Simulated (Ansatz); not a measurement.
Input file:

```yaml
crystal:
  periodic: [false, false, false]
  atoms:
    - {symbol: Ti, position_ang: [0.000000, 0.000000, 1.444428]}
    - {symbol: Si, position_ang: [0.000000, 0.000000, -2.625572]}
    - {symbol: H, position_ang: [0.000000, 1.527869, 2.281911]}
    - {symbol: H, position_ang: [0.000000, -1.527869, 2.281911]}
basis:
  gaussian: {orbitals: 6-31G, point_charges: [{charge: 0.50, position_ang: [4.478, 0.999, 0.997]}]}
magnetization: {spin_polarized: false, initial_magnetization: 4}
correlation: {method: sc_nevpt2, electrons: outside_noble_gas, active_space: {window: {electrons: 4, orbitals: 8}}}
scf: {lower_state_search: off}
```

```sh
$ ansatz run in.yaml --threads 1 --pin off --events-out ev --progress --plain --max-ram 2393MiB
```

Output:

```
these checks for a lower state are left out or cut short: stability, starts, cluster_reference, orbital_swaps, neighbouring_geometries, increment
608 factors; integrals over basis functions are off by at most 3.4e-4 eV
mean field evaluation 1: about -30961.6593 eV, gradient 3.3e1 eV
mean field evaluation 2: about -30961.6723 eV, gradient 3.3e1 eV
mean field evaluation 4: about -30957.5106 eV, gradient 4.7e1 eV
mean field evaluation 8: about -30972.1316 eV, gradient 3.1e0 eV
mean field evaluation 16: about -30973.1123 eV, gradient 4.2e0 eV
mean field evaluation 32: about -30973.9509 eV, gradient 6.7e-2 eV
mean field -30973.95092478 eV, -1138.2717015878 hartree, gradient 4.2e-6 eV, S^2 6.000000; 0 other end points of the search recorded, 0 dependent functions left out
reference -30973.95092478 eV, -1138.2717015878 hartree; 21, 17 occupied and 25, 29 virtual orbitals, 608 factors
state -30974.10937724 eV, -1138.2775246080 hartree
state -30974.10937724 eV, -1138.2775246080 hartree; corrected -30975.42509223 eV, -1138.3258762421 hartree
Total energy: -30975.42509223 eV, -1138.3258762421 hartree
Checks for a lower state left out: stability, starts, cluster_reference, orbital_swaps, neighbouring_geometries, increment
```

Ran on 1 thread of Intel Xeon 6975P-C, shared host: 2.7 s wall, 0.28 GiB peak host memory.
